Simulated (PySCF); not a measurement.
Record of a relaxation.

Compound: [WOF5]2-, F5OW (charge -2 and doublet state).
Bonds: O1–W2 (double), W2–F3, W2–F4, W2–F5, W2–F6, W2–F7.
Bond orders are those of one Lewis drawing.
The ion is multiply charged and has no counter-ions or solvent; whether it holds all its electrons wasn't checked.

Computed by this run: PBE0-D3(BJ)/def2-SVP geometry optimisation, gas phase, def2 core potentials past Kr in PySCF; unrestricted, density fitting, grid level 1; the optimiser is geomeTRIC in internal coordinates, started from a GFN2-xTB structure with every atom displaced at random (about 0.01 Å). The frame can shift and turn from step to step; on so coarse a grid that alone can change the energy by a few meV, and forces under 0.02 eV/Å are noise.

Step 0: E = -17436.1498 eV, largest atomic force 3.634 eV/Å
```
atom  x, y, z in Å  |  force x, y, z in eV/Å
O1      0.325   -0.515   -1.817    0.145  -0.300  -1.194
W2      0.027   -0.056   -0.201   -0.342   0.951   3.490
F3      1.771    1.070    0.080   -1.534  -1.113  -0.497
F4     -0.974    1.746   -0.564    0.885  -1.759   0.032
F5      0.983   -1.709    0.690   -0.900   1.522  -1.049
F6     -0.292    0.467    1.714    0.048  -0.122  -0.281
F7     -1.807   -1.033    0.049    1.697   0.822  -0.502
```

Step 1: E = -17436.6905 eV, largest atomic force 0.334 eV/Å
```
atom  x, y, z in Å  |  force x, y, z in eV/Å
O1      0.326   -0.493   -1.808   -0.014  -0.039  -0.083
W2      0.028   -0.038   -0.159    0.073  -0.119   0.303
F3      1.733    0.960    0.075   -0.203   0.024  -0.070
F4     -1.001    1.609   -0.584    0.178  -0.079   0.047
F5      0.976   -1.590    0.660   -0.187   0.128  -0.172
F6     -0.296    0.470    1.753   -0.027   0.087   0.050
F7     -1.731   -0.947    0.013    0.180  -0.001  -0.076
```

Step 2: E = -17436.6857 eV, largest atomic force 0.256 eV/Å
```
atom  x, y, z in Å  |  force x, y, z in eV/Å
O1      0.318   -0.532   -1.800    0.024   0.115  -0.080
W2      0.028   -0.049   -0.154    0.072   0.215  -0.054
F3      1.654    1.051    0.066    0.221  -0.062  -0.036
F4     -0.888    1.657   -0.542   -0.187   0.037  -0.153
F5      0.913   -1.628    0.625    0.113  -0.151   0.173
F6     -0.301    0.480    1.757   -0.057  -0.112   0.078
F7     -1.689   -1.009   -0.002   -0.188  -0.042   0.072
```

Step 3: E = -17436.7001 eV, largest atomic force 0.171 eV/Å
```
atom  x, y, z in Å  |  force x, y, z in eV/Å
O1      0.328   -0.481   -1.807   -0.041  -0.083   0.067
W2      0.029   -0.045   -0.149    0.054   0.082  -0.140
F3      1.688    1.013    0.050    0.078   0.008   0.100
F4     -0.923    1.634   -0.580   -0.092   0.058   0.055
F5      0.927   -1.613    0.652    0.049  -0.095  -0.011
F6     -0.311    0.450    1.771    0.003   0.082  -0.032
F7     -1.704   -0.986    0.013   -0.050  -0.052  -0.040
```

Step 4: E = -17436.6998 eV, largest atomic force 0.219 eV/Å
```
atom  x, y, z in Å  |  force x, y, z in eV/Å
O1      0.322   -0.509   -1.805    0.021   0.096   0.012
W2      0.032   -0.037   -0.157   -0.033  -0.137   0.168
F3      1.721    0.978    0.089   -0.117   0.003  -0.100
F4     -0.978    1.623   -0.566    0.137  -0.057  -0.026
F5      0.958   -1.604    0.643   -0.097   0.100  -0.041
F6     -0.304    0.484    1.757   -0.022  -0.042  -0.025
F7     -1.718   -0.964   -0.011    0.111   0.037   0.011
```

Step 5: E = -17436.7059 eV, largest atomic force 0.073 eV/Å
```
atom  x, y, z in Å  |  force x, y, z in eV/Å
O1      0.327   -0.499   -1.804   -0.004   0.020  -0.019
W2      0.031   -0.041   -0.154    0.004  -0.034   0.065
F3      1.705    0.998    0.072   -0.026  -0.005  -0.005
F4     -0.947    1.632   -0.569    0.029  -0.018  -0.008
F5      0.939   -1.612    0.646   -0.026   0.029  -0.015
F6     -0.312    0.472    1.760   -0.004   0.002  -0.005
F7     -1.708   -0.978   -0.002    0.028   0.006  -0.013
```

Step 6: E = -17436.7056 eV, largest atomic force 0.040 eV/Å
```
atom  x, y, z in Å  |  force x, y, z in eV/Å
O1      0.323   -0.492   -1.806    0.035  -0.001   0.011
W2      0.032   -0.042   -0.152   -0.004  -0.002  -0.011
F3      1.700    1.001    0.082    0.015  -0.008  -0.015
F4     -0.936    1.633   -0.576   -0.010   0.023   0.021
F5      0.932   -1.613    0.649    0.013  -0.022  -0.013
F6     -0.311    0.467    1.763   -0.036   0.014  -0.008
F7     -1.705   -0.983   -0.009   -0.013  -0.004   0.014
```

Step 7: E = -17436.7060 eV, largest atomic force under 0.02 eV/Å
```
atom  x, y, z in Å  |  force x, y, z in eV/Å
O1      0.328   -0.493   -1.805    0.010   0.005   0.007
W2      0.032   -0.042   -0.152    0.001  -0.002  -0.011
F3      1.700    1.000    0.078    0.012  -0.003   0.003
F4     -0.937    1.634   -0.572   -0.007   0.015   0.005
F5      0.932   -1.614    0.647    0.008  -0.017   0.001
F6     -0.316    0.468    1.762   -0.015   0.008  -0.004
F7     -1.705   -0.982   -0.007   -0.010  -0.006  -0.001
```

**Question.** Summarise the path.

**Answer.** The energy falls by 0.5562 eV from step 0 to step 7; nine tenths of that is first reached at step 1. It rises by more than 0.2 meV at steps 2, 4 and 6. The largest force goes from 3.634 to under 0.02 eV/Å. Among the bonds W2–F5 changes most, from 2.106 to 1.980 Å; the atoms move by 0.091 Å rms after alignment.

**Question.** Follow the three bonds and two angles with the largest change from start to end.

**Answer.** 
```json
{"step": "0", "E above end (eV)": "0.5562", "largest force (eV/Å)": "3.634", "W2–F5 (Å)": "2.106", "W2–F3 (Å)": "2.095", "W2–F4 (Å)": "2.094", "F3–W2–F7 (°)": "164.6", "F4–W2–F5 (°)": "164.9"}
{"step": "1", "E above end (eV)": "0.0155", "largest force (eV/Å)": "0.334", "W2–F5 (Å)": "1.994", "W2–F3 (Å)": "1.990", "W2–F4 (Å)": "1.989", "F3–W2–F7 (°)": "167.9", "F4–W2–F5 (°)": "168.1"}
{"step": "2", "E above end (eV)": "0.0204", "largest force (eV/Å)": "0.256", "W2–F5 (Å)": "1.971", "W2–F3 (Å)": "1.975", "W2–F4 (Å)": "1.974", "F3–W2–F7 (°)": "168.1", "F4–W2–F5 (°)": "168.0"}
{"step": "3", "E above end (eV)": "0.0059", "largest force (eV/Å)": "0.171", "W2–F5 (Å)": "1.977", "W2–F3 (Å)": "1.978", "W2–F4 (Å)": "1.978", "F3–W2–F7 (°)": "168.8", "F4–W2–F5 (°)": "168.6"}
{"step": "4", "E above end (eV)": "0.0063", "largest force (eV/Å)": "0.219", "W2–F5 (Å)": "1.987", "W2–F3 (Å)": "1.986", "W2–F4 (Å)": "1.986", "F3–W2–F7 (°)": "168.2", "F4–W2–F5 (°)": "168.1"}
{"step": "5", "E above end (eV)": "0.0002", "largest force (eV/Å)": "0.073", "W2–F5 (Å)": "1.983", "W2–F3 (Å)": "1.982", "W2–F4 (Å)": "1.982", "F3–W2–F7 (°)": "168.5", "F4–W2–F5 (°)": "168.3"}
{"step": "6", "E above end (eV)": "0.0004", "largest force (eV/Å)": "0.040", "W2–F5 (Å)": "1.980", "W2–F3 (Å)": "1.981", "W2–F4 (Å)": "1.981", "F3–W2–F7 (°)": "168.5", "F4–W2–F5 (°)": "168.5"}
{"step": "7", "E above end (eV)": "0.0000", "largest force (eV/Å)": "under 0.02", "W2–F5 (Å)": "1.980", "W2–F3 (Å)": "1.981", "W2–F4 (Å)": "1.981", "F3–W2–F7 (°)": "168.6", "F4–W2–F5 (°)": "168.4"}
```

What follows is the cost of the whole optimisation. Time: 2.1 min wall; peak memory 0.54 GiB. Hardware: one thread of an Arm Neoverse V1, no GPU, shared host.
